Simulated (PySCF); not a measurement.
Run record for `CO[C@@H]1C=CC1`: PBE0/6-311G**, IEF-PCM dichloromethane, level shift 0.3 Eh, TDA, 6 singlets.

Method: TDA PBE0/6-311G**, vertical, IEF-PCM dichloromethane (non-equilibrium linear response), core orbitals frozen in the response (PySCF 2.14.0, density-fitted response routines). Geometry: GFN2-xTB. The input is one job of a driver script: a line of settings, then coordinates in Å.

Command:
```bash
OMP_NUM_THREADS=1 python probes_run.py task.json out
```

Input:
```
{"job": {"kind": "uv", "xc": "PBE0", "basis": "6-311G**", "solvent": "dichloromethane", "nstates": 6, "ntriplets": 5, "tda": true, "scf": {"level_shift": 0.3}}, "charge": 0, "multiplicity": 1}
C      2.121789     0.281313     0.231940
O      1.122152    -0.191895    -0.634704
C     -0.072118    -0.521226     0.017537
C     -1.182601    -0.982673    -0.892544
C     -2.010304    -0.009466    -0.528066
C     -1.032467     0.651622     0.403253
H      1.817345     1.206182     0.735633
H      2.996822     0.477026    -0.384527
H      2.372064    -0.467565     0.994703
H      0.127783    -1.202405     0.860043
H     -1.234434    -1.813394    -1.569995
H     -3.024750     0.244639    -0.776557
H     -1.323140     0.702424     1.451992
H     -0.678821     1.624946     0.069124
```

Task: What does the run print?

Result: 
```
final grid: 110224 points
cycle   1  E = -270.1677881135  dE =  8.821e-01  |g| = 6.069e-01  |ddm| = 2.943e+00
cycle   2  E = -270.2003880551  dE = -3.260e-02  |g| = 5.284e-01  |ddm| = 6.351e-01
cycle   3  E = -270.2420056893  dE = -4.162e-02  |g| = 9.915e-02  |ddm| = 2.087e-01
cycle   4  E = -270.2439162172  dE = -1.911e-03  |g| = 1.937e-02  |ddm| = 6.772e-02
cycle   5  E = -270.2440113268  dE = -9.511e-05  |g| = 4.562e-03  |ddm| = 2.311e-02
cycle   6  E = -270.2440184446  dE = -7.118e-06  |g| = 1.435e-03  |ddm| = 7.551e-03
cycle   7  E = -270.2440194255  dE = -9.809e-07  |g| = 5.449e-04  |ddm| = 3.235e-03
cycle   8  E = -270.2440196012  dE = -1.757e-07  |g| = 2.115e-04  |ddm| = 1.405e-03
cycle   9  E = -270.2440196337  dE = -3.252e-08  |g| = 8.514e-05  |ddm| = 6.583e-04
cycle  10  E = -270.2440196400  dE = -6.233e-09  |g| = 3.755e-05  |ddm| = 3.094e-04
cycle  11  E = -270.2440196412  dE = -1.281e-09  |g| = 1.513e-05  |ddm| = 1.415e-04
cycle  12  E = -270.2440196415  dE = -2.591e-10  |g| = 7.123e-06  |ddm| = 6.523e-05
level shift removed, Fock matrix diagonalised once more
converged SCF energy = -270.2440196415

Static polarisability (au): isotropic 70.150, principal 54.751 73.737 81.963

Singlet excitations
state   eV       nm        f      main configurations
  1   6.1981    200.0   0.00872   H->L 0.86, H-1->L 0.13
  2   7.2825    170.2   0.01064   H-2->L 0.88
  3   7.6078    163.0   0.23043   H-1->L 0.56, H->L+1 0.25
  4   7.6776    161.5   0.05087   H->L+1 0.68, H-1->L 0.15, H-1->L+1 0.09
  5   8.1581    152.0   0.07097   H-1->L+1 0.64, H->L+2 0.12
  6   8.2835    149.7   0.00821   H-3->L 0.81

Triplet excitations (Tamm-Dancoff, eV): 4.3761 6.0755 6.8089 7.4480 7.9619
```

H and L stand for HOMO and LUMO; the number after each pair is its weight.

Task: Give the mean polarisability as a volume in Å³, and the ratio of the largest to the smallest principal value.

Result: 70.150 au × 0.148185 = 10.40 Å³; 81.963/54.751 = 1.50.

Task: How does the lowest singlet excitation compare with the HOMO–LUMO gap?

Result: HOMO -7.15 eV and LUMO 0.36 eV give a gap of 7.51 eV; S1 at 6.20 eV lies 1.31 eV below it.

In short: SCF converged in 12 cycles with 156 basis and 677 fitting functions; HOMO -7.15 eV, LUMO 0.36 eV; lowest singlet 6.20 eV; lowest triplet 4.38 eV (Tamm–Dancoff); mean polarisability 70.2 au.

All basis functions are spherical, in the Pople sets too. The species at its GFN2-xTB geometry (one conformer only).

Time: 16 s of wall time; peak memory 0.77 GiB. Hardware: one thread of an Arm Neoverse V1, shared host with 32 logical CPUs at a one-minute load of 20.

Conformer computed: `[CH3:1][O:2][C@@H:3]1[CH:4]=[CH:5][CH2:6]1`: C1–O2–C3–C4 178°.
